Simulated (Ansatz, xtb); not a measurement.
# Two isomers of C6H8

Structure a: `CC#C/C=C\C`, a singlet. Structure b: `CC1C=CC=C1`, a singlet. Both are isolated molecules in the gas phase, relaxed with r2SCAN-D4/def2-SVP.

**Question.** Which of the two would you expect CCSD(T)/def2-SVP + ΔMP2/def2-TZVPP electronic energies to favour?

**Answer.** Structure b; the calculation gives E(b) − E(a) = −107.2 kJ/mol.

Level by level:

```csv
level,geometry,E(b) − E(a) (kJ/mol),departure from the last row (kJ/mol),"job, with rough time for the two"
GFN2-xTB,GFN2-xTB,−111.8,−4.6,"optimisation, 0.12 s"
HF/STO-3G,GFN2-xTB,−144.6,−37.4,"single point, 0.4 s"
r2SCAN-D4/def2-SVP//GFN2-xTB,GFN2-xTB,−112.7,−5.5,"single point, 4.6 s"
r2SCAN-D4/def2-SVP,r2SCAN-D4/def2-SVP,−112.3,−5.1,"optimisation, 43 s"
HF/def2-SVP,r2SCAN-D4/def2-SVP,−90.2,+17.0,part of the CCSD(T) run
MP2/def2-SVP,r2SCAN-D4/def2-SVP,−108.9,−1.7,part of the CCSD(T) run
CCSD(T)/def2-SVP,r2SCAN-D4/def2-SVP,−108.7,−1.5,single point
CCSD(T)/def2-SVP + ΔMP2/def2-TZVPP,r2SCAN-D4/def2-SVP,−107.2,,"single point, 84 s"
```

As drawn, b has 1 C–C, 1 C=C in place of 1 C≡C. Structure a has no ring, b a 5-membered ring.

None of the levels shown reverses the order. The largest departure from CCSD(T)/def2-SVP + ΔMP2/def2-TZVPP is that of HF/STO-3G, 37.4 kJ/mol. A small imaginary or near-zero mode remains, so no thermal terms are given. The last row adds to CCSD(T) the change of the MP2 difference between the two basis sets, here +1.5 kJ/mol.

The correlated steps freeze 6 core orbitals. Codes used: Ansatz 0.2.0, xtb 6.7.1; the last row on 2 threads of Arm Neoverse V1 on a shared host.
